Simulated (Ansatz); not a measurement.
The same path of BClH2 + H4Si (9 atoms, charge 0, multiplicity 1) was run twice with different band settings. Lost on the way: B1–H2, Si5–H9. Made: B1–Si5, H2–H9.

These are results of RKS r2SCAN/def2-SVP (Ansatz), not measurements.

Relaxed end points:

```xyz
9
Properties=species:S:1:pos:R:3
B 0.056 -0.418 0.059
H -0.037 -0.984 1.117
Cl 1.674 -0.277 -0.650
H -0.883 -0.167 -0.650
Si 0.455 2.500 1.021
H 1.776 2.289 1.674
H 0.609 2.957 -0.386
H -0.382 3.455 1.804
H -0.261 1.170 1.006
```

```xyz
9
Properties=species:S:1:pos:R:3
B 0.285 0.650 -0.453
H -0.548 -0.763 1.990
Cl 1.683 -0.289 -0.944
H -0.789 0.210 -0.783
Si 0.561 2.394 0.532
H 1.691 2.292 1.506
H 0.921 3.438 -0.482
H -0.667 2.854 1.250
H -0.130 -0.262 2.379
```

Common settings: movable images 5; climbing image yes; spring 5.0 eV/Å²; optimiser quadratic models (default); force threshold 0.05 eV/Å; iteration limit 60; end points relaxed.

| run | start path |
| --- | --- |
| 1 | through a guess of the saddle point |
| 2 | straight line |

Question: What does each run give, and how far can it be trusted?

Answer: Run 1: converged after 19 iterations, highest image 0.567 eV above the first end. A vibrational analysis at the climbing image gives one clearly imaginary mode, 423i cm⁻¹: a first-order saddle point.
Run 2: converged after 46 iterations, highest image 0.567 eV above the first end. A structure lower than the first end lies on the path between it and the top, so the climb from that side starts below the end, which may itself be a saddle point or a shallow side well. Another band between the same ends (5 images) ends at a top of the same energy, where a vibrational analysis finds 1 clearly imaginary mode.
The orbitals stay closed-shell, which can raise the energy where a bond breaks towards radicals; this wasn't checked here.
